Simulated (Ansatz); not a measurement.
bcc Mo, treated with LDA in Ansatz (PAW).

Settings: plane-wave cutoff 500 eV, 32×32×32 k mesh, Fermi–Dirac smearing 0.1 eV, no spin polarisation, scalar-relativistic PAW data made under PBE.

Computed at the level's own relaxed cell.

Estimate the volume per atom and equilibrium lattice constant a that the calculation returns.


- volume per atom = 15.06 Å³/atom
- equilibrium lattice constant a = 3.112 Å

Measured, for comparison: equilibrium volume per atom 15.49 Å³/atom, lattice constant a 3.141 Å (static lattice: zero-point anharmonic expansion removed; as tabulated in Mejia-Rodriguez and Trickey (2018), arXiv:1807.09216). Computed (rounded) less measured: equilibrium volume per atom -2.8 %, lattice constant a -0.9 %.

The computed numbers hold no vibrational or temperature effects.

Ansatz is a first-principles code.
